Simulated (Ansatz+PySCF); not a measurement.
A calculation with PySCF 2.14.0.

```python
from pyscf import gto, scf, cc

mol = gto.M(atom="""
H 0.000000 0.000000 -1.116700
Cl 0.000000 0.000000 0.065690
""", basis='def2-svp', charge=0, spin=0)
mf = scf.RHF(mol)
mf.kernel()
mycc = cc.CCSD(mf, frozen=5).run()
et = mycc.ccsd_t()
print(mf.e_tot, mycc.e_corr, et, mycc.e_tot + et)
```

The script is written out from the run's settings.

Output:

```yaml
Converged: yes
Reference_energy: -459.93207 hartree
CCSD_correlation_energy: -0.16082 hartree
Triples_correction: -0.00211 hartree
Total_energy: -460.09499 hartree
```
